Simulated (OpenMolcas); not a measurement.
**How basis sets differ on C2H5Si (SMILES [H]/[C]=C/[SiH3])**

C2H5Si has 8 atoms, charge 0, and is taken as a doublet. SMILES: `[H]/[C]=C/[SiH3]`. Geometry: relaxed at GFN2-xTB.

Each level gives the dipole moment (D). The values are calculated.

| level | kind | program | value (D) |
| --- | --- | --- | --- |
| UHF/STO-3G | Hartree–Fock | OpenMolcas | 0.21 |
| UHF/3-21G | Hartree–Fock | OpenMolcas | 0.57 |
| UHF/def2-SVP | Hartree–Fock | OpenMolcas | 0.52 |
| UHF/pcseg-1 | Hartree–Fock | OpenMolcas | 0.43 |

The values span 0.21 to 0.57 D. Spin contamination of the reference (⟨S²⟩ at least 0.1 too high) touches UHF/STO-3G, UHF/3-21G, UHF/def2-SVP, UHF/pcseg-1. Magnitudes only: a small dipole may point the other way at some levels. Sets without polarisation functions give poor dipoles.
